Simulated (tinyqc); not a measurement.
Ways to converge the cycle: SCF convergence aids in the sto-3g basis, for CH2, spin multiplicity 3. Computed by the program tinyqc with PySCF. 

Geometry (angstrom):
```
atom       x        y       z
C     0.0000   0.0000  0.0000
H     0.0000   1.1620  0.5690
H     0.0000  -1.1620  0.5690
```

lowest solution found by these runs and by PySCF with stability checks = -38.380656 hartree

UHF with one setting changed at a time; a run stops when the energy changes by less than 1e-09 hartree and the error matrix is below 1e-5. The start is the Wolfsberg-Helmholz matrix. Damping d keeps d of the old density; a shift (hartree) raises the virtual levels; DIIS n extrapolates F over n matrices.

Largest element of the error matrix X^T (FDS - SDF) X:
```
iteration    plain  damping 0.3  damping 0.6  shift 0.4   DIIS 3   DIIS 8
1          1.9e-01      1.9e-01      1.9e-01    1.9e-01  1.9e-01  1.9e-01
2          4.2e-02      7.5e-02      1.3e-01    7.4e-02  4.2e-02  4.2e-02
3          1.5e-02      3.3e-02      8.3e-02    3.4e-02  1.4e-02  1.4e-02
4          5.6e-03      1.8e-02      5.6e-02    1.9e-02  2.4e-03  2.4e-03
5          2.1e-03      1.0e-02      3.8e-02    1.1e-02  1.0e-03  9.9e-04
6          1.1e-03      5.7e-03      2.6e-02    5.9e-03  4.3e-04  4.2e-04
8          4.6e-04      1.9e-03      1.3e-02    1.9e-03  3.2e-05  2.0e-05
10         2.3e-04      8.4e-04      7.4e-03    6.1e-04  3.0e-06  2.3e-08
14         7.5e-05      2.8e-04      2.4e-03    9.8e-05        -        -
20         1.4e-05      8.1e-05      6.5e-04    1.6e-05        -        -
30               -      1.3e-05      1.6e-04          -        -        -
45               -            -      3.2e-05          -        -        -
```

How each run ends:
```
run          iterations  E (hartree)         state
plain                23   -38.380656  lowest found
damping 0.3          33   -38.380656  lowest found
damping 0.6          57   -38.380656  lowest found
shift 0.4            23   -38.380656  lowest found
DIIS 3               11   -38.380656  lowest found
DIIS 8               10   -38.380656  lowest found
```

6 of 6 runs reach the lowest solution found, in 10 to 57 iterations (fastest: DIIS 8). Plain steps already contract here, so damping only slows them. DIIS 3 and DIIS 8 gain by cancelling the error over several earlier matrices, much as a quasi-Newton step does.
